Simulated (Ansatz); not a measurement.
A run on `S=c1sccs1` with other settings.

```yaml
crystal:
  periodic: [false, false, false]
  atoms:
    - {symbol: S, position_ang: [0.917947, -0.960575, 2.896434]}
    - {symbol: C, position_ang: [0.419741, -0.435087, 1.368815]}
    - {symbol: S, position_ang: [1.429371, -0.649206, -0.078124]}
    - {symbol: C, position_ang: [0.268363, 0.081590, -1.171556]}
    - {symbol: C, position_ang: [-0.919139, 0.521264, -0.680266]}
    - {symbol: S, position_ang: [-1.130119, 0.328200, 1.090352]}
    - {symbol: H, position_ang: [0.580394, 0.081668, -2.204642]}
    - {symbol: H, position_ang: [-1.685753, 0.953039, -1.193114]}
basis:
  gaussian: {orbitals: def2-TZVPP, fitting: {mean_field: def2-universal-jkfit}}
hamiltonian: {xc: {name: HF}}
correlation: {active_space: {window: {electrons: 2, orbitals: 1}}}
accuracy: high
scf: {lower_state_search: light}
```

```sh
$ ansatz run in.yaml --threads 4 --pin off --events-out ev --progress --plain --max-ram 10444MiB
```

It prints (some lines left out):

```
Functional definition: HF
645 factors; integrals over basis functions are off by at most 1.3e0 eV
mean field evaluation 1: about -35572.7555 eV, gradient 2.9e1 eV
mean field evaluation 2: about -35574.9864 eV, gradient 1.8e1 eV
mean field evaluation 4: about -35575.9211 eV, gradient 2.2e0 eV
mean field evaluation 8: about -35575.9524 eV, gradient 5.7e-4 eV
mean field -35575.95241911 eV, -1307.3921371558 hartree, gradient 1.2e-8 eV, S^2 0.000000; 0 other end points of the search recorded, 0 dependent functions left out
reference -35575.95241911 eV, -1307.3921371558 hartree; 34, 34 occupied and 213, 213 virtual orbitals, 645 factors
state -35575.95241911 eV, -1307.3921371558 hartree
Total energy: -35575.95241911 eV, -1307.3921371558 hartree
```

It took 3.2 s on 4 threads of an Arm Neoverse V1 on a shared host, with 0.42 GiB of host memory at the peak.
